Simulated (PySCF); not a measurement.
C₃H₂FN.
Atom-mapped SMILES: `[CH2:1]=[C:2]([F:3])[C:4]#[N:5]` (hydrogens: H6, H7 on C1)

Computed with PySCF at B3LYP/def2-SVPD, non-relativistic, on one gas-phase PBE0-D3(BJ)/def2-SVP geometry that isn't relaxed in the solvent. The solvent is an IEF-PCM continuum (van der Waals radii × 1.2), and excitations are vertical TDDFT with non-equilibrium linear response and a frozen core. Specific hydrogen bonds and non-electrostatic terms are outside this model.

Gas-phase singlets (H = HOMO, L = LUMO):

```json
{"state": "S1", "E (eV)": "6.240", "λ (nm)": "199", "f": "0.312", "leading configurations": "H→L 89%"}
{"state": "S2", "E (eV)": "6.281", "λ (nm)": "197", "f": "0.000", "leading configurations": "H→L+1 94%"}
{"state": "S3", "E (eV)": "6.565", "λ (nm)": "189", "f": "0.000", "leading configurations": "H-1→L 95%"}
{"state": "S4", "E (eV)": "7.407", "λ (nm)": "167", "f": "0.007", "leading configurations": "H-2→L 97%"}
{"state": "S5", "E (eV)": "7.524", "λ (nm)": "165", "f": "0.017", "leading configurations": "H→L+2 97%"}
```

Task: What are the lowest 5 singlets in chloroform (ε = 4.711)?

Result: 
```
state  E (eV)  λ (nm)      f  leading configurations  change by rank (eV)
   S1   6.070     204  0.403                 H→L 93%               -0.170
   S2   6.125     202  0.000               H→L+1 98%               -0.156
   S3   6.764     183  0.000               H-1→L 98%               +0.199
   S4   7.548     164  0.011               H→L+2 96%               +0.141
   S5   7.634     162  0.043  H-2→L 73%, H-1→L+1 22%               +0.110
```

Task: The ground-state energy changes by -0.154 eV from gas to chloroform. By how much does the total energy of gas-phase S1 change?

Result: E(S1) = E(S0) + excitation energy, so it changes by -0.154 − 0.170 = -0.324 eV: it is lowered more than the ground state, which is what a red shift means. This is the vertical state, with the slow part of the continuum still set for S0.

Task: How do the frontier levels move from gas to chloroform?

Result: 
```csv
orbital,gas (eV),solvent (eV),change (eV),"Löwdin shares, gas","Löwdin shares, solvent"
LUMO+2,0.26,0.52,+0.26,"C1 33 %, C4 20 %, H7 16 %, C2 14 %","C4 29 %, C1 26 %, C2 17 %, H7 11 %"
LUMO+1,-0.61,-0.59,+0.02,"N5 35 %, C4 31 %, C2 13 %, F3 11 %","N5 36 %, C4 32 %, C2 12 %, F3 10 %"
LUMO,-2.13,-1.94,+0.19,"C1 31 %, C2 23 %, N5 18 %, C4 14 %","C1 31 %, C2 22 %, N5 19 %, C4 15 %"
HOMO,-8.33,-8.13,+0.20,"C1 33 %, C2 25 %, N5 15 %, F3 11 %","C1 33 %, C2 27 %, N5 14 %, F3 12 %"
HOMO-1,-10.19,-10.24,-0.05,"N5 50 %, C4 41 %","N5 50 %, C4 40 %"
HOMO-2,-10.65,-10.72,-0.07,"N5 77 %, C4 17 %","N5 38 %, C4 37 %, F3 12 %, C2 10 %"
HOMO-3,-10.72,-10.82,-0.10,"C4 36 %, N5 36 %, F3 12 %, C2 11 %","N5 73 %, C4 17 %, F3 5 %"
```

The HOMO–LUMO gap goes from 6.20 to 6.19 eV. Rows go by rank; for HOMO-3 and HOMO-2 the atom shares or the degeneracy differ between the runs, so the row needn't follow one orbital.
